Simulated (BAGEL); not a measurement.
**singlet CH5BS: levels of theory compared**

We compute a comparison of 4 runs (B3LYP/6-31G*, B3LYP/aug-cc-pVDZ, PBE0/aug-cc-pVDZ, RI-MP2/aug-cc-pVDZ) of singlet CH5BS. 

The calculation is run with BAGEL 1.2.2.

5 further runs of the same task are left out: 3 that didn't finish, 2 set aside as unsound or not needed.

## Step 1: The system as given

CH5BS: 8 atoms, total charge 0, spin state singlet. SMILES of the parent species: `B[S+]C`. The coordinates come from a GFN2-xTB relaxation. That shape belongs to the parent species and isn't relaxed for this state.

Bond lengths: B1–S2 1.781 Å, S2–C3 1.799 Å, B1–H4 1.168 Å, B1–H5 1.166 Å, C3–H6 1.088 Å, C3–H7 1.088 Å, C3–H8 1.092 Å. Angles: B1–S2–C3 104.9°, S2–B1–H4 118.7°, S2–B1–H5 121.0°, S2–C3–H6 111.1°, S2–C3–H7 107.9°, S2–C3–H8 109.7°, H4–B1–H5 120.3°, H6–C3–H7 111.4°, H6–C3–H8 108.4°, H7–C3–H8 108.5°.

## Step 2: A single-point energy at B3LYP/6-31G(d) (density fitting with qzvpp-jkfit, spherical functions) (run 1)

input.json reads:

```json
{ "bagel": [

{
  "title": "molecule",
  "basis": "6-31gs.json",
  "df_basis": "qzvpp-jkfit",
  "angstrom": true,
  "geometry": [
    { "atom": "B", "xyz": [      -0.979500,       0.821120,      -0.940280 ] },
    { "atom": "S", "xyz": [       0.467310,      -0.214660,      -1.008690 ] },
    { "atom": "C", "xyz": [       0.801370,      -0.657040,       0.702660 ] },
    { "atom": "H", "xyz": [      -1.825100,       0.655130,      -1.728490 ] },
    { "atom": "H", "xyz": [      -1.063330,       1.684820,      -0.160770 ] },
    { "atom": "H", "xyz": [       0.687880,       0.204010,       1.358430 ] },
    { "atom": "H", "xyz": [       1.809980,      -1.063270,       0.751650 ] },
    { "atom": "H", "xyz": [       0.101390,      -1.430120,       1.025490 ] }
  ]
},

{
  "title": "ks",
  "xc_func": "b3lyp"
},

{
  "title": "print",
  "file": "orbitals.molden",
  "orbitals": true
}

]}
```

The basis set 6-31G* is read from a file made from the Basis Set Exchange's data (not shown).

The run is started by

```console
$ BAGEL_NUM_THREADS=1 BAGEL input.json > input.out
```

The log of the run:

```text
* using 1 threads per process

  ===============================================================
  ===============================================================

  *** Geometry ***

  { "atom" : "B", "xyz" : [     -1.850987,      1.551692,     -1.776872 ] },
  { "atom" : "S", "xyz" : [      0.883088,     -0.405649,     -1.906148 ] },
  { "atom" : "C", "xyz" : [      1.514370,     -1.241626,      1.327835 ] },
  { "atom" : "H", "xyz" : [     -3.448939,      1.238016,     -3.266373 ] },
  { "atom" : "H", "xyz" : [     -2.009402,      3.183848,     -0.303811 ] },
  { "atom" : "H", "xyz" : [      1.299905,      0.385523,      2.567061 ] },
  { "atom" : "H", "xyz" : [      3.420366,     -2.009289,      1.420413 ] },
  { "atom" : "H", "xyz" : [      0.191599,     -2.702535,      1.937895 ] },

  Number of auxiliary basis functions:      368

  Since a DF basis is specified, we compute 2- and 3-index integrals:
    o Being stored without compression. Storage requirement is 0.009 GB

  Number of basis functions:       56
  Number of electrons      :       32

    * METHOD: MOLECULE                             0.11

  *** Kohn-Sham DFT ***

    * Removing 13704 points whose weight is below 1.00e-10
    * Grid points: 105544

  === Nuclear Repulsion ===
    94.3873949232

       - DIIS with orbital gradients will be used.

  === KS iteration (b3lyp / 6-31gs.json) ===
      0       -422.01555495          0.15930744           0.23
      1       -357.50449473          0.22845843           0.22
      2       -420.07348098          0.10073635           0.21
      3       -451.42734407          0.13523747           0.28
      4       -453.57507120          0.13276684           0.23
      5       -452.70944097          0.14145950           0.22
[... 15 lines of this table left out ...]
     21       -464.15036753          0.00000003           0.22
     22       -464.15036753          0.00000001           0.22
    * SCF iteration converged.

    * Permanent dipole moment:
           (   -0.111708,     0.129240,    -0.647196) a.u.

    * METHOD: KS                                   5.39

    * METHOD: PRINT                                0.00

  ===============================================================
```

Run time: 6 s. Hardware: 1 thread of Intel Xeon 6975P-C (Granite Rapids), shared host; peak memory 0.29 GiB.

## Step 3: The energy at B3LYP/aug-cc-pVDZ (density fitting with qzvpp-jkfit) (run 2)

input.json reads:

```json
{ "bagel" : [

{
  "title" : "molecule",
  "basis" : "aug-cc-pvdz.json",
  "df_basis" : "qzvpp-jkfit",
  "angstrom" : true,
  "geometry" : [
    { "atom" : "B", "xyz" : [   -0.979500,    0.821120,   -0.940280 ] },
    { "atom" : "S", "xyz" : [    0.467310,   -0.214660,   -1.008690 ] },
    { "atom" : "C", "xyz" : [    0.801370,   -0.657040,    0.702660 ] },
    { "atom" : "H", "xyz" : [   -1.825100,    0.655130,   -1.728490 ] },
    { "atom" : "H", "xyz" : [   -1.063330,    1.684820,   -0.160770 ] },
    { "atom" : "H", "xyz" : [    0.687880,    0.204010,    1.358430 ] },
    { "atom" : "H", "xyz" : [    1.809980,   -1.063270,    0.751650 ] },
    { "atom" : "H", "xyz" : [    0.101390,   -1.430120,    1.025490 ] }
  ]
},
{ "title" : "ks", "xc_func" : "b3lyp" },
{ "title" : "print", "file" : "orbitals.molden", "orbitals" : true }

]}
```

The basis set aug-cc-pVDZ is read from a file made from the Basis Set Exchange's data (not shown).

The run is started by

```console
$ BAGEL_NUM_THREADS=1 BAGEL input.json > input.out
```

The log of the run:

```text
* using 1 threads per process

  ===============================================================
  ===============================================================

  *** Geometry ***

  { "atom" : "B", "xyz" : [     -1.850987,      1.551692,     -1.776872 ] },
  { "atom" : "S", "xyz" : [      0.883088,     -0.405649,     -1.906148 ] },
  { "atom" : "C", "xyz" : [      1.514370,     -1.241626,      1.327835 ] },
  { "atom" : "H", "xyz" : [     -3.448939,      1.238016,     -3.266373 ] },
  { "atom" : "H", "xyz" : [     -2.009402,      3.183848,     -0.303811 ] },
  { "atom" : "H", "xyz" : [      1.299905,      0.385523,      2.567061 ] },
  { "atom" : "H", "xyz" : [      3.420366,     -2.009289,      1.420413 ] },
  { "atom" : "H", "xyz" : [      0.191599,     -2.702535,      1.937895 ] },

  Number of auxiliary basis functions:      368

  Since a DF basis is specified, we compute 2- and 3-index integrals:
    o Being stored without compression. Storage requirement is 0.041 GB

  Number of basis functions:      118
  Number of electrons      :       32

    * METHOD: MOLECULE                             0.21

  *** Kohn-Sham DFT ***

    * Removing 13704 points whose weight is below 1.00e-10
    * Grid points: 105544

  === Nuclear Repulsion ===
    94.3873949232

       - DIIS with orbital gradients will be used.

  === KS iteration (b3lyp / aug-cc-pvdz.json) ===
      0       -429.70650313          0.09013711           0.49
      1       -449.19629872          0.10770810           0.54
      2       -432.46291730          0.12280149           0.47
      3       -461.77587177          0.05181866           0.48
      4       -463.75416681          0.02836578           0.51
      5       -464.14930502          0.00762527           0.47
      6       -464.17407211          0.00257660           0.43
      7       -464.17827427          0.00107242           0.39
      8       -464.17879146          0.00010815           0.46
      9       -464.17879422          0.00008009           0.46
     10       -464.17879744          0.00001203           0.47
     11       -464.17879748          0.00000985           0.46
     12       -464.17879753          0.00000135           0.45
     13       -464.17879753          0.00000068           0.45
     14       -464.17879753          0.00000018           0.44
     15       -464.17879753          0.00000010           0.43
     16       -464.17879753          0.00000003           0.44
     17       -464.17879753          0.00000001           0.42
    * SCF iteration converged.

    * Permanent dipole moment:
           (   -0.129407,     0.149907,    -0.619363) a.u.

    * METHOD: KS                                   9.10

    * METHOD: PRINT                                0.02

  ===============================================================
```

Run time: 9.9 s. Hardware: 1 thread of Intel Xeon 6975P-C (Granite Rapids), shared host; peak memory 0.55 GiB.

Run 3 isn't shown in full; the table further down has it.

## Step 4: A single-point energy at RI-MP2/aug-cc-pVDZ (density fitting with qzvpp-jkfit) (run 4)

mp2.json reads:

```json
{ "bagel" : [

{
  "title" : "molecule",
  "basis" : "aug-cc-pvdz.json",
  "df_basis" : "qzvpp-jkfit",
  "angstrom" : true,
  "geometry" : [
    { "atom" : "B", "xyz" : [   -0.979500,    0.821120,   -0.940280 ] },
    { "atom" : "S", "xyz" : [    0.467310,   -0.214660,   -1.008690 ] },
    { "atom" : "C", "xyz" : [    0.801370,   -0.657040,    0.702660 ] },
    { "atom" : "H", "xyz" : [   -1.825100,    0.655130,   -1.728490 ] },
    { "atom" : "H", "xyz" : [   -1.063330,    1.684820,   -0.160770 ] },
    { "atom" : "H", "xyz" : [    0.687880,    0.204010,    1.358430 ] },
    { "atom" : "H", "xyz" : [    1.809980,   -1.063270,    0.751650 ] },
    { "atom" : "H", "xyz" : [    0.101390,   -1.430120,    1.025490 ] }
  ]
},
{
  "title" : "hf"
},
{
  "title" : "mp2",
  "ncore" : 7
}

]}
```

The basis set aug-cc-pVDZ is read from a file made from the Basis Set Exchange's data (not shown).

The run is started by

```console
$ BAGEL_NUM_THREADS=1 BAGEL mp2.json > mp2.out
```

The log of the run:

```text
* using 1 threads per process

  ===============================================================
  ===============================================================

  *** Geometry ***

  { "atom" : "B", "xyz" : [     -1.850987,      1.551692,     -1.776872 ] },
  { "atom" : "S", "xyz" : [      0.883088,     -0.405649,     -1.906148 ] },
  { "atom" : "C", "xyz" : [      1.514370,     -1.241626,      1.327835 ] },
  { "atom" : "H", "xyz" : [     -3.448939,      1.238016,     -3.266373 ] },
  { "atom" : "H", "xyz" : [     -2.009402,      3.183848,     -0.303811 ] },
  { "atom" : "H", "xyz" : [      1.299905,      0.385523,      2.567061 ] },
  { "atom" : "H", "xyz" : [      3.420366,     -2.009289,      1.420413 ] },
  { "atom" : "H", "xyz" : [      0.191599,     -2.702535,      1.937895 ] },

  Number of auxiliary basis functions:      368

  Since a DF basis is specified, we compute 2- and 3-index integrals:
    o Being stored without compression. Storage requirement is 0.041 GB

  Number of basis functions:      118
  Number of electrons      :       32

    * METHOD: MOLECULE                             0.17

  *** RHF ***

  === Nuclear Repulsion ===
    94.3873949232

      * DIIS with orbital gradients will be used.

  === RHF iteration (aug-cc-pvdz.json) ===
      0       -462.81444412          0.01561733           0.05
      1       -462.97157971          0.00716342           0.05
      2       -462.99511831          0.00138306           0.05
      3       -462.99666711          0.00036979           0.05
      4       -462.99678544          0.00013380           0.05
      5       -462.99680654          0.00005367           0.04
      6       -462.99681161          0.00002122           0.05
      7       -462.99681244          0.00000648           0.05
      8       -462.99681251          0.00000197           0.05
      9       -462.99681252          0.00000062           0.05
     10       -462.99681252          0.00000024           0.05
     11       -462.99681252          0.00000008           0.05
     12       -462.99681252          0.00000004           0.05
     13       -462.99681252          0.00000001           0.06
     14       -462.99681252          0.00000001           0.05
    * SCF iteration converged.

    * Permanent dipole moment:
           (    0.011415,     0.057599,    -0.657711) a.u.

    * METHOD: HF                                   0.87

  *** RHF ***

  === Nuclear Repulsion ===
    94.3873949232

      * DIIS with orbital gradients will be used.

  === RHF iteration (aug-cc-pvdz.json) ===
      0       -462.99681252          0.00000000           0.05
    * SCF iteration converged.

    * Permanent dipole moment:
           (    0.011415,     0.057599,    -0.657711) a.u.

  === DF-MP2 calculation ===

    * freezing 7 orbitals
    * 3-index integral transformation done
    * assembly done

      MP2 correlation energy:   -0.3825045311      0.03

      MP2 total energy:       -463.3793170490

    * METHOD: MP2                                  0.15

  ===============================================================
```

It took 1.6 s on 1 thread of Intel Xeon 6975P-C (Granite Rapids), shared host; peak memory 0.12 GiB.

## Step 5: Overview of the runs

| run | level | frozen core orbitals | energy (Eh) | dipole moment (D) | HOMO energy (eV) | LUMO energy (eV) | wall time |
| --- | --- | --- | --- | --- | --- | --- | --- |
| 1 | B3LYP/6-31G* (density fitting with qzvpp-jkfit, spherical functions) | – | -464.150368 | 1.70 | -6.74 | -1.57 | 6 s |
| 2 | B3LYP/aug-cc-pVDZ (density fitting with qzvpp-jkfit) | – | -464.178798 | 1.65 | -6.90 | -1.94 | 9.9 s |
| 3 | PBE0/aug-cc-pVDZ (density fitting with qzvpp-jkfit) | – | -463.925567 | 1.68 | -7.11 | -1.73 | 9.6 s |
| 4 | RI-MP2/aug-cc-pVDZ (density fitting with qzvpp-jkfit) | 7 | -463.379317 | – | – | – | 1.6 s |

## Step 6: What came out

```
                                          quantity          value
                               run 4: total energy  -463.37932 Eh
run 4: correlation energy (7 core orbitals frozen)     -382.5 mEh
```

In words: Over runs 1, 2, 3 the dipole moment (its size) runs from 1.65 D (B3LYP/aug-cc-pVDZ) to 1.70 D (B3LYP/6-31G*). Over runs 1, 2, 3 the HOMO–LUMO gap runs from 4.96 eV (B3LYP/aug-cc-pVDZ) to 5.38 eV (PBE0/aug-cc-pVDZ). Totals of different functionals can't be ranked against each other. All runs together took 27 s, the longest 9.9 s.
